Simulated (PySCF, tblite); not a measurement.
**C₃H₄F₃ radical: geometry, infrared bands and EPR parameters**

Wanted: the infrared bands and EPR parameters of C₃H₄F₃ radical (`[CH2]CC(F)(F)F`), by calculation.

Computed with tblite 0.8.0 and PySCF 2.14.0, with density-fitted response routines of our own, on a single molecule in the gas phase. Atoms count from 0, in the outputs and in this text.

### Step 1. The molecule as given

10 atoms, charge 0, multiplicity 2; geometry from: force field or distance geometry start.

Bonds of the start (Å): C0–C1 1.49, C1–C2 1.54, C2–F3 1.36, C2–F4 1.34, C2–F5 1.35, C0–H6 1.09, C0–H7 1.08, C1–H8 1.08, C1–H9 1.11.

### Step 2. Relaxing the molecule with GFN2-xTB

What the job is given:

```
{"job": {"kind": "relax", "xc": "GFN2-xTB", "basis": "xTB"}, "charge": 0, "multiplicity": 2}
C     -1.439300     0.075600     0.047700
C     -0.037100     0.575100     0.130000
C      1.049200    -0.489800    -0.101000
F      0.927600    -1.021600    -1.345400
F      2.272400     0.059400    -0.003500
F      0.963800    -1.487100     0.797900
H     -2.245300     0.637400     0.523700
H     -1.699800    -0.722800    -0.626600
H      0.101500     1.377700    -0.584900
H      0.115900     1.000800     1.139700
```

Command:

```
$ OMP_NUM_THREADS=1 python probes_run.py task.json out
```

One launch serves the whole session: the jobs run in the order shown.

Output:

```text
step      E/eV     max force
  0    -614.47665    1.070
  1    -614.51725    0.523
  2    -614.53506    0.258
  3    -614.53842    0.148
  4    -614.54025    0.104
  5    -614.54169    0.105
  6    -614.54334    0.111
  7    -614.54453    0.111
  8    -614.54547    0.093
  9    -614.54625    0.097
 10    -614.54697    0.108
 11    -614.54766    0.097
 12    -614.54845    0.091
 13    -614.54935    0.113
 14    -614.55009    0.084
 15    -614.55048    0.050
 16    -614.55068    0.040
 17    -614.55085    0.052
 18    -614.55106    0.050
 19    -614.55121    0.036
 20    -614.55127    0.017
 21    -614.55130    0.015
 22    -614.55132    0.019
 23    -614.55134    0.015
 24    -614.55135    0.007
```

Wall time 0.07 s (1 thread of Arm Neoverse V2, shared host).

Along the way:

| step | energy from step 0 (eV) | largest force (eV/Å) |
| --- | --- | --- |
| 0 | 0.0000 | 1.0699 |
| 1 | -0.0406 | 0.5226 |
| 2 | -0.0584 | 0.2581 |
| 3 | -0.0618 | 0.1484 |
| 4 | -0.0636 | 0.1041 |
| 5 | -0.0650 | 0.1053 |
| 6 | -0.0667 | 0.1111 |
| 7 | -0.0679 | 0.1105 |
| 8 | -0.0688 | 0.0934 |
| 9 | -0.0696 | 0.0970 |
| 10 | -0.0703 | 0.1080 |
| 11 | -0.0710 | 0.0971 |
| 12 | -0.0718 | 0.0909 |
| 13 | -0.0727 | 0.1134 |
| 14 | -0.0734 | 0.0839 |
| 15 | -0.0738 | 0.0498 |
| 16 | -0.0740 | 0.0399 |
| 17 | -0.0742 | 0.0517 |
| 18 | -0.0744 | 0.0501 |
| 19 | -0.0746 | 0.0356 |
| 20 | -0.0746 | 0.0170 |
| 21 | -0.0747 | 0.0149 |
| 22 | -0.0747 | 0.0191 |
| 23 | -0.0747 | 0.0147 |
| 24 | -0.0747 | 0.0073 |

Close pairs (by a distance rule), those that changed most:

| bond | before (Å) | after (Å) | change (Å) |
| --- | --- | --- | --- |
| C0–H6 | 1.092 | 1.070 | -0.022 |
| C2–F3 | 1.359 | 1.340 | -0.019 |
| C1–H8 | 1.084 | 1.102 | +0.019 |
| C1–C2 | 1.539 | 1.521 | -0.018 |
| C0–C1 | 1.491 | 1.475 | -0.016 |
| C1–H9 | 1.106 | 1.094 | -0.012 |
| C2–F5 | 1.345 | 1.340 | -0.006 |
| C0–H7 | 1.077 | 1.071 | -0.006 |

The next job starts from the end point, and lists it.

### Step 3. Infrared spectrum with GFN2-xTB

What the job is given:

```
{"job": {"kind": "ir", "xc": "GFN2-xTB", "basis": "xTB"}, "charge": 0, "multiplicity": 2}
C     -1.419408     0.078811     0.023852
C     -0.049022     0.609094     0.148308
C      0.994935    -0.467466    -0.103125
F      0.883201    -1.017565    -1.319813
F      2.244026     0.021492    -0.019432
F      0.921128    -1.471372     0.780856
H     -2.226756     0.566535     0.529440
H     -1.622027    -0.753473    -0.619644
H      0.151932     1.407668    -0.584534
H      0.130874     1.030930     1.141564
```

Output:

```text
mode    cm-1     km/mol
  1      33.2      0.52
  2      85.0      1.37
  3     205.5      0.86
  4     317.5      1.20
  5     383.0      8.97
  6     458.1     32.88
  7     472.5     27.12
  8     498.5     22.01
  9     571.4     28.20
 10     776.1      0.19
 11     846.7     17.47
 12     969.4     75.40
 13    1034.5    178.62
 14    1074.1    226.30
 15    1142.5     13.00
 16    1163.7    170.65
 17    1184.0    151.79
 18    1297.2     50.78
 19    1384.3      0.34
 20    1408.1     15.26
 21    2835.8      5.14
 22    2963.5      5.24
 23    3155.0      4.73
 24    3205.5      9.34
```

Wall time 0.12 s (1 thread of Arm Neoverse V2, shared host).

The strongest bands and the atoms that carry them (share of the mass-weighted mode):

| cm⁻¹ | km/mol | atoms |
| --- | --- | --- |
| 458 | 32.9 | H7 34 %, H6 30 %, C0 18 % |
| 571 | 28.2 | F4 32 %, C1 21 %, F5 11 %, C2 11 % |
| 969 | 75.4 | H9 22 %, H6 20 %, F3 14 %, H7 14 % |
| 1034 | 178.6 | C2 36 %, H8 32 % |
| 1074 | 226.3 | C2 57 %, F4 15 % |
| 1164 | 170.7 | C2 43 %, H8 26 %, H9 16 % |
| 1184 | 151.8 | C2 62 %, H8 19 % |
| 1297 | 50.8 | C1 37 %, H9 34 %, H8 12 % |

### Step 4. EPR parameters: B3LYP/pcH-1

The job, as its differences from that of step 3:

```diff
@@ -1,2 +1,2 @@
-{"job": {"kind": "ir", "xc": "GFN2-xTB", "basis": "xTB"}, "charge": 0, "multiplicity": 2}
+{"job": {"kind": "epr", "basis": "pcH-1"}, "charge": 0, "multiplicity": 2}
 C     -1.419408     0.078811     0.023852
```

Method: UKS B3LYP, pcH-1 on C F H, non-relativistic, mean-field spin-orbit, GIAO.

Output:

```text
UKS, coarse grid
  cycle   1  E = -416.08932218  |g| = 6.57e-01
  cycle   2  E = -415.91860968  |g| = 1.03e+00
  cycle   3  E = -416.22909733  |g| = 4.58e-02
  cycle   4  E = -416.22965064  |g| = 3.26e-02
  cycle   5  E = -416.23013552  |g| = 3.44e-03
  cycle   6  E = -416.23014264  |g| = 1.31e-03
  cycle   7  E = -416.23014423  |g| = 7.71e-04
UKS, final grid
  cycle   1  E = -416.23012099  |g| = 9.36e-04
  cycle   2  E = -416.23012076  |g| = 1.34e-03
  cycle   3  E = -416.23012127  |g| = 1.20e-04
  cycle   4  E = -416.23012127  |g| = 2.48e-05
E = -416.23012127 Eh   <S^2> = 0.7536 (exact 0.7500)
g shifts (ppm)      1          2          3
  rmc          -137       -137       -137
  gc              6         36         19
  oz_so          90        604        834
  total         -40        503        716
hyperfine (MHz)  atom isotope    a_iso     a_fc   dipolar eigenvalues
    0   13C      90.96      90.96    -83.42    -82.78    166.20
    1   13C     -35.46     -35.46     -2.45      0.08      2.37
    2   13C      21.44      21.44     -2.14     -1.56      3.70
    3   19F      -1.13      -1.13     -3.45     -1.75      5.20
    4   19F      -1.71      -1.71     -3.61     -2.59      6.20
    5   19F       1.35       1.35     -7.30     -3.49     10.79
    6    1H     -65.66     -65.66    -40.16     -0.51     40.67
    7    1H     -65.50     -65.50    -40.11     -0.48     40.59
    8    1H     152.74     152.74     -5.90     -3.20      9.11
    9    1H      46.77      46.77     -4.87     -4.64      9.51
```

Wall time 23 s (1 thread of Arm Neoverse V2, shared host); peak memory 0.67 GiB.

Principal g values 2.00228, 2.00282, 2.00304; g(iso) = 2.00271, against 2.00232 for a free electron.

Hyperfine couplings; where a row names several nuclei, a(iso) is their mean (it holds for fast rotation or exchange) and the dipolar term the largest among them:

| nuclei | isotope | a(iso) (MHz) | a(iso) (G, at g = 2.0023) | largest dipolar term (MHz) |
| --- | --- | --- | --- | --- |
| H8, H9 | 1H | 99.8 | 35.6 | 9.5 |
| C0 | 13C | 91.0 | 32.5 | 166.2 |
| H6, H7 | 1H | -65.6 | -23.4 | 40.7 |
| C1 | 13C | -35.5 | -12.7 | -2.4 |
| C2 | 13C | 21.4 | 7.6 | 3.7 |
| F3, F4, F5 | 19F | -0.5 | -0.2 | 10.8 |

Mulliken spin populations:

| atom | value (e) |
| --- | --- |
| C0 | 1.09 |
| C1 | -0.09 |
| C2 | 0.01 |
| F3 | 0.00 |
| F4 | 0.00 |
| F5 | 0.00 |
| H6 | -0.05 |
| H7 | -0.04 |
| H8 | 0.06 |
| H9 | 0.02 |

In first order the couplings over 0.8 MHz of 1H give 9 distinct lines over 118.0 G, if the averaged nuclei exchange fast; the same motion can average rows kept apart here too.

Orbitals, density, ELF and potential are computed afterwards from the orbital file.

ELF in a plane through or near 6 of the atoms.

Values, 10 rows by 14 columns:
```
0.00 0.00 0.00 0.00 0.00 0.00 0.00 0.00 0.00 0.00 0.00 0.00 0.00 0.00
0.00 0.00 0.00 0.00 0.00 0.00 0.00 0.01 0.00 0.00 0.00 0.00 0.00 0.00
0.00 0.00 0.00 0.01 0.02 0.00 0.08 0.30 0.15 0.01 0.00 0.00 0.00 0.00
0.00 0.00 0.03 0.39 0.73 0.14 0.29 0.82 0.54 0.03 0.07 0.09 0.00 0.00
0.00 0.00 0.20 0.83 0.28 0.45 0.78 0.78 0.74 0.52 0.97 0.96 0.12 0.00
0.00 0.00 0.16 0.66 0.57 0.59 0.76 0.59 0.72 0.26 0.97 0.94 0.14 0.00
0.00 0.00 0.00 0.00 0.07 0.38 0.21 0.02 0.89 0.95 0.33 0.07 0.01 0.00
0.00 0.00 0.00 0.00 0.13 0.27 0.14 0.01 0.94 0.98 0.39 0.01 0.00 0.00
0.00 0.00 0.00 0.00 0.00 0.03 0.01 0.00 0.18 0.27 0.02 0.00 0.00 0.00
0.00 0.00 0.00 0.00 0.00 0.00 0.00 0.00 0.00 0.00 0.00 0.00 0.00 0.00
```
The map spans 9.9 Å across and 8.0 Å up, centred on the molecule. Atoms in the plane (x, y in Å): C0 (1.4, -0.3), C1 (0.2, 0.6), C2 (-1.1, -0.2), F4 (-2.2, 0.6), H6 (2.3, 0.1), H7 (1.3, -1.3).

On the surface of density 0.002 e/bohr³ the electrostatic potential runs, from the 1st to the 99th percentile, from -0.67 V near F5 to 1.16 V near H9.

The spin density lies nearest to C0 66 %; H6, H7 about 10 % each; H8 6 %.

### Step 5. Summary of results

```
                                                                  quantity                   value
                                 strongest single infrared mode (GFN2-xTB)   1074 cm⁻¹, 226 km/mol
                                              zero-point energy (GFN2-xTB)           39.3 kcal/mol
                                                            g(iso) (B3LYP)                 2.00271
                                                                      ⟨S²⟩      0.754 (exact 0.75)
                                        largest a(iso) (averaged by class)  1H on H8, H9, 99.8 MHz
potential on the surface of density 0.002 e/bohr³, 1st and 99th percentile      -0.67 V and 1.16 V
```

**Reading.** Over 24 steps the energy fell by 0.075 eV; of the close pairs, C0–H6 changed most, 1.092 to 1.070 Å. All 24 modes are real, so the xTB geometry is a minimum. The strongest single mode, at 1074 cm⁻¹, moves mainly C2. GFN2-xTB is a fitted tight-binding method: band positions and strengths are rough. Its intensities can rank the bands wrongly. Most of the unpaired spin sits on C0 (1.09 e). The isotropic g lies 0.4 ppt above the free-electron value. The conformer search found further structures of the same energy, which may be mirror or relabelled copies of this one.
